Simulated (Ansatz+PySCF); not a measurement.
# doublet CH₄(+): levels of theory in one basis

```xyz
5

C     0.0000    0.0000    0.2163
H    -0.5381    0.0000   -0.8188
H     0.5381    0.0000   -0.8188
H     0.0000   -0.9633    0.7106
H     0.0000    0.9633    0.7106
```

Basis set: cc-pVTZ (spherical functions). Frozen core: 1 orbital. Correlation on ROHF uses semicanonical orbitals with singles. Charge 1, multiplicity 2.

Computed with Ansatz (development build ahead of 0.2.0); each method stands on the lowest determinant of its kind that the runs found.

```tsv
method	E − E(ROHF) (eV)	<S²> of the determinant
ROHF	0.00	0.75
UHF	-0.10	0.76
ROHF-MP2	-4.46	–
UHF-MP2	-4.45	0.76
```

What does ROHF-CCSD(T) give on the same scale?

-5.16 eV.

Is a single determinant a sound starting point here?

By this sign, yes. Unrestricted orbitals gain 0.10 eV and <S²> is 0.76 against 0.75 for a pure state.

Caution for ROHF-MP2, UHF-MP2: MP2 on this radical cation hangs on the determinant chosen.
